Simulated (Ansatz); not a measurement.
Born–Oppenheimer molecular dynamics of FH₇Si₂ (10 atoms, charge 0, multiplicity 1). It starts at the highest image of a converged band. Of that band: Neighbouring images differ by up to 2.0 eV, so the band resolves the path poorly. A vibrational analysis at the climbing image gives one clearly imaginary mode, 1368i cm⁻¹: a first-order saddle point.

Computed with RKS B3LYP-D4/6-31G* in Ansatz 0.2.0.

* ensemble: NVE (velocity Verlet)
* time step: 0.5 fs
* steps asked: 200
* starting velocities drawn for: 300 K
* seed: 4505

First frame:

```xyz
10
Properties=species:S:1:pos:R:3
Si -0.353 0.029 -0.003
Si 0.006 -0.015 2.594
H -1.117 -0.118 3.568
H 0.895 -1.190 2.747
H 0.726 1.262 2.812
F 1.288 0.142 0.132
H -0.682 1.357 -0.557
H -0.494 -1.300 -0.627
H -1.995 -0.096 0.339
H -1.285 -0.071 1.294
```

(1) How far do the bonds stretch over the last three quarters of this one trajectory? (Pairs bonded in most of those frames.)

## Answers

(1) 
| bond | mean (Å) | spread (Å) | shortest | longest |
| --- | --- | --- | --- | --- |
| Si1–Si2 | 2.414 | 0.215 | 2.12 | 2.74 |
| Si1–F6 | 1.636 | 0.035 | 1.57 | 1.68 |
| Si1–H7 | 1.492 | 0.027 | 1.45 | 1.53 |
| Si1–H8 | 1.497 | 0.046 | 1.43 | 1.57 |
| Si2–H3 | 1.495 | 0.022 | 1.46 | 1.53 |
| Si2–H4 | 1.489 | 0.011 | 1.47 | 1.51 |
| Si2–H5 | 1.489 | 0.004 | 1.48 | 1.50 |
| H9–H10 | 0.778 | 0.099 | 0.63 | 0.91 |

Pairs bonded in part of these frames only: H9–H10 87 %.

Mean temperature of the second half: 2145 K. The conserved energy stayed within 1.1 meV per atom of its start (net change 1 meV per atom), so the integration is sound. The kinetic energy rose, since the run started high on the potential surface and went downhill. It ends in pieces (FH5Si2 + H2), so much of that is their flight and rotation, not heat. A run of 0.1 ps of so small a system gives no equilibrium averages. The orbitals stay closed-shell, which can raise the energy where a bond breaks towards radicals; this wasn't checked here.

Run time: 9.2 min on 1 thread of Intel(R) Xeon(R) Platinum 8259CL CPU @ 2.50GHz (Skylake/Cascade Lake), with other jobs on the host, peak memory 0.15 GiB.
